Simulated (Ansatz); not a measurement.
1T (CdI2-type) PtSe2, treated with r²SCAN-D4 (Ansatz, an electronic-structure program, plane waves, PAW).

Run with plane-wave cutoff 560 eV, 12×12×8 k mesh (along the axes of the cell as run), Fermi–Dirac smearing 0.01 eV, scalar-relativistic PAW data made under PBE.

Computed at the level's own relaxed cell.

### Question
What does this level give for the equilibrium volume per atom, smallest direct gap on the k points sampled, lattice parameter c, band gap and direct gap at Γ?

### Answer

* **equilibrium volume per atom**: 21.59 Å³/atom
* **smallest direct gap on the k points sampled**: 0.56 eV
* **lattice parameter c**: 5.394 Å
* **band gap**: 0.13 eV
* **direct gap at Γ**: 1.70 eV

Measured, for comparison: lattice parameter c 5.074 Å (temperature not stated, zero-point anharmonic expansion removed (computed with revB86b-DF2); no thermal correction; as tabulated in Björkman (2014), arXiv:1406.2436). Computed (rounded) less measured: lattice parameter c +6.3 %.

Note: the bulk modulus comes from volumes at which shape and atoms were relaxed.

Spin–orbit coupling is not included; it can close the smallest gap of 0.13 eV.

Computed values are for the static lattice.
